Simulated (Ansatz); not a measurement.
Ansatz (a program for electronic structure) input (CCSD(T)/aug-cc-pV(D+d)Z):
A basis named .json is the Basis Set Exchange file of that set.

Ansatz 0.2 input:
```yaml
crystal:
  periodic: [false, false, false]
  atoms:
    - {symbol: Al, position_ang: [-0.00000000, 0.00000000, -0.00000000]}
    - {symbol: Cl, position_ang: [-0.00589674, 2.07624780, 0.02827792]}
    - {symbol: Cl, position_ang: [1.80113704, -1.03281539, -0.02893206]}
    - {symbol: Cl, position_ang: [-1.79524030, -1.04343241, 0.00065414]}
basis:
  gaussian:
    orbitals: aug-cc-pV_D+d_Z.json
magnetization: {spin_polarized: false}
correlation: {method: ccsd_t, electrons: outside_noble_gas}
output: {forces: true}
```

End of the output:

```
1242 factors; integrals over basis functions are off by at most 2.5e-4 eV
mean field: 0.80 GiB planned
mean field evaluation 1: about -44099.3795 eV, gradient 1.8e1 eV
mean field evaluation 2: about -44099.5778 eV, gradient 1.9e1 eV
mean field evaluation 4: about -44100.7290 eV, gradient 1.6e0 eV
mean field evaluation 8: about -44100.7510 eV, gradient 7.1e-2 eV
mean field evaluation 16: about -44100.2637 eV, gradient 7.9e0 eV
mean field -44100.75100118 eV, -1620.6727067308 hartree, gradient 8.3e-6 eV, S^2 0.000000; 0 other end points of the search recorded, 0 dependent functions left out
20 core orbitals not correlated
reference -44100.75100118 eV, -1620.6727067308 hartree; 12, 12 occupied and 96, 96 virtual orbitals, 1242 factors
densities: 1.08 GiB planned
second order -13.60371658 eV of doubles, -0.00000000 eV of singles
coupled cluster: 0.63 GiB planned
cycle   1  -14.39724749 eV  change   -7.9e-1 eV  update   7.1e-2
cycle   2  -14.63816977 eV  change   -2.4e-1 eV  update   2.0e-2
cycle   3  -14.68411139 eV  change   -4.6e-2 eV  update   9.2e-3
cycle   4  -14.68208877 eV  change    2.0e-3 eV  update   2.1e-3
cycle   5  -14.68078135 eV  change    1.3e-3 eV  update   6.0e-4
cycle   6  -14.68059258 eV  change    1.9e-4 eV  update   1.9e-4
cycle   7  -14.68064096 eV  change   -4.8e-5 eV  update   4.9e-5
cycle   8  -14.68065519 eV  change   -1.4e-5 eV  update   1.5e-5
cycle   9  -14.68065326 eV  change    1.9e-6 eV  update   4.5e-6
perturbative correction -0.44197057 eV, -0.0162421188 hartree
the calculation of the forces begins
Total energy: -44115.87362501 eV, -1621.2284529060 hartree
Atom 0 at    -0.000000     0.000000    -0.000000 Å, force    -0.000000     0.000000     0.000000 eV/Å
Atom 1 at    -0.005897     2.076248     0.028278 Å, force    -0.001093     0.384913     0.005242 eV/Å
Atom 2 at     1.801137    -1.032815    -0.028932 Å, force     0.333911    -0.191472    -0.005364 eV/Å
Atom 3 at    -1.795240    -1.043432     0.000654 Å, force    -0.332818    -0.193441     0.000121 eV/Å
Dipole moment:     0.000000     0.000000     0.000000 e Å
```
